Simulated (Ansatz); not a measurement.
Results of r²SCAN0 in Ansatz (PAW) for rock-salt TiC.

Total energies, extrapolated to zero smearing (they compare only within this program, potentials and cutoff):

```
system                  energy (eV/atom)
----------------------  ----------------
rock-salt TiC, relaxed        -1378.2642
hcp Ti                        -2502.8289
graphite                       -251.5267
```

Task: Work out the formation enthalpy per atom.

Result: ΔH_f ≈ ΔE = -1378.2642 − [1 × (-2502.8289) + 1 × (-251.5267)]/2 = -1.086 eV/atom (0 K, no vibrations). The reference value is -0.956 ± 0.02 eV/atom (measured, 298 K, copied from a table, unchecked, not corrected to a static lattice; as tabulated in Wang et al. (2021), doi:10.1038/s41598-021-94550-5), a difference of -0.130 eV/atom.

The PAW data were made under PBE.

Ansatz is a first-principles code.
